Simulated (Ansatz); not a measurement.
**AlO (doublet): from Hartree-Fock to the top rungs at distance Al1–O2 = 3.044 Å, cc-pVDZ**

Aim: climb from Hartree-Fock through coupled cluster and multireference methods for AlO (doublet) at one geometry and basis, and see what each rung misses.

The runs use Ansatz 0.2.0, Gaussian basis; cc-pVDZ, core rule «outside noble gas», up to 6 orbitals frozen.

The runs, in order: UHF; CCSD(T) on ROHF; CCSD(T) on UHF; BCCD(T) on ROHF; CISD; CCSDT(Q) on ROHF; CCSDT(Q) on UHF; CISDTQ; CCSDTQ on ROHF; CCSDTQ on UHF; CASSCF and MRCISD+Q, 3 electrons in 3 orbitals; CASSCF and NEVPT2, 3 electrons in 3 orbitals; CASSCF and MRCISD+Q, 9 electrons in 8 orbitals; CASSCF and NEVPT2, 9 electrons in 8 orbitals; Full CI.

3 further runs of the same task are left out: 2 for a known fault of the program, 1 that didn't finish.

## 1. What is computed

The geometry derives from a PBE0/def2-TZVP stationary point (not a proven minimum). One bond is set to the value named and the two fragments are kept rigid.

2 atoms, charge 0, spin multiplicity 2.

Atoms are counted from 1 here; the program's logs count them from 0.

No contacts short enough for the rule that draws bonds.

## 2. UHF

Input file in.yaml:

```yaml
crystal:
  periodic: [false, false, false]
  atoms:
    - {symbol: Al, position_ang: [0.000000, 0.000000, 0.000000]}
    - {symbol: O, position_ang: [0.000000, 0.000000, 3.044000]}
basis:
  gaussian: {orbitals: cc-pVDZ}
magnetization: {spin_polarized: true, initial_magnetization: 1}
hamiltonian: {xc: hf}
output: {orbitals: {seedname: orbitals}}
```

Run with:

```
ansatz run in.yaml --threads 1 --pin off --events-out ev --progress --plain --max-ram 3020MiB --backend cpu
```

The runs that follow: CCSD(T) on ROHF; CCSD(T) on UHF; BCCD(T) on ROHF; CISD; CCSDT(Q) on ROHF; CCSDT(Q) on UHF; CISDTQ; CCSDTQ on ROHF; CCSDTQ on UHF; CASSCF and MRCISD+Q, 3 electrons in 3 orbitals; CASSCF and NEVPT2, 3 electrons in 3 orbitals; CASSCF and MRCISD+Q, 9 electrons in 8 orbitals; CASSCF and NEVPT2, 9 electrons in 8 orbitals; Full CI.

**Question.** What will the summary of the whole plan be? Wanted: FCI below the RHF energy; RMP2 from FCI; UMP2 from FCI; RCCSD from FCI; RCCSD(T) from FCI; UCCSD(T) from FCI; RCCSDT(Q) from FCI; UCCSDT(Q) from FCI; NEVPT2 pair from FCI.

**Answer**, as computed:

```
                         quantity                                          value
         FCI below the RHF energy                                     -6.5578 eV
                    RMP2 from FCI                                +28.89 kcal/mol
                    UMP2 from FCI                                +34.10 kcal/mol
                   RCCSD from FCI                                 +9.65 kcal/mol
                RCCSD(T) from FCI                                 +2.71 kcal/mol
                UCCSD(T) from FCI                                 +4.75 kcal/mol
               RCCSDT(Q) from FCI                                 -1.44 kcal/mol
               UCCSDT(Q) from FCI                                 -0.52 kcal/mol
             NEVPT2 pair from FCI                                +23.05 kcal/mol
           MRCISD+Q pair from FCI                                 +3.15 kcal/mol
          NEVPT2 valence from FCI                                +20.44 kcal/mol
levels within 1 kcal/mol (43 meV)  UCCSDT(Q), RCCSDTQ, UCCSDTQ, MRCISD+Q valence
                    T1 diagnostic                                          0.083
   effectively unpaired electrons                                           1.53
```

In words: RCCSD(T) lands +2.71 kcal/mol from the yardstick (1.8 % of the correlation energy). CCSD(T) misses by +2.71 kcal/mol on the restricted determinant and by +4.75 kcal/mol on the unrestricted one; the two need not hold the same state or core. RCCSDT(Q), UCCSDT(Q) fall below full CI: unrestricted runs freeze a spin-polarised core, another one than full CI's, and coupled cluster isn't variational. The occupations show some static correlation. Of the multireference levels listed MRCISD+Q valence comes nearest in total energy (+0.71 kcal/mol), which doesn't show that its space is the better one. These misses are within one basis, not against nature; the frozen cores of restricted and unrestricted runs differ, which can shift their rows.
